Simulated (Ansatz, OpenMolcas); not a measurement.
## Heat of formation of CHFO (formyl fluoride) from total energies

CHFO: 4 atoms, total charge 0, spin state singlet. As SMILES, `O=CF`. The shape is that of a PBE0-D4/def2-TZVP optimisation.

Total energies at revPBE/def2-TZVPP (OpenMolcas 26.06); the atoms run unrestricted:

```tsv
species	state	energy (Eh)
CHFO	singlet	-213.802291
O	triplet	-75.071193
C	triplet	-37.845596
F	doublet	-99.734862
H	doublet	-0.504123
```

Harmonic wavenumbers at PBE0-D4/def2-TZVP, in cm⁻¹: 677, 1044, 1110, 1371, 1921, 3095.

Measured heats of formation of the gaseous atoms at 298.15 K, in kJ/mol: O 249.2, C 716.9, F 79.4, H 218.0. Spin-orbit lowering of the atoms at 298 K (mean of the ground term's levels less their thermal mean, from spectra), in kJ/mol: O 0.40, C 0.02, F 1.29. Take 1 Eh = 2625.50 kJ/mol, 1 cm⁻¹ = 0.0119627 kJ/mol, RT = 2.479 kJ/mol.

Q: What heat of formation follows?

A: 
1. Electronic atomisation energy: (-75.071193) + (-37.845596) + (-99.734862) + (-0.504123) − (-213.802291) = 0.646517 Eh = 1697.4 kJ/mol.
2. Zero-point energy: half the sum of the wavenumbers, 4609 cm⁻¹ = 55.1 kJ/mol.
3. Thermal vibrational enthalpy, Σ hcν̃/(exp(hcν̃/kT) − 1): 0.5 kJ/mol. Translation, rotation and pV of a non-linear molecule: 4 RT = 9.9 kJ/mol.
4. The 4 free atoms carry 5/2 RT each: 24.8 kJ/mol.
5. Spin-orbit coupling lowers the free atoms by 0.40 + 0.02 + 1.29 = 1.7 kJ/mol.
6. Atomisation enthalpy at 298 K: 1697.4 − 1.7 − 55.1 − 0.5 − 9.9 + 24.8 = 1655.0 kJ/mol.
7. Sum of the atoms' heats of formation: 1263.5 kJ/mol. Heat of formation: 1263.5 − 1655.0 = -391.5 kJ/mol.

The tabulated value is -382.5 kJ/mol (Active Thermochemical Tables), so this level is off by -9.0 kJ/mol, or 0.5 % of the atomisation enthalpy. Anharmonicity and any spin-orbit splitting of the molecule are left out.
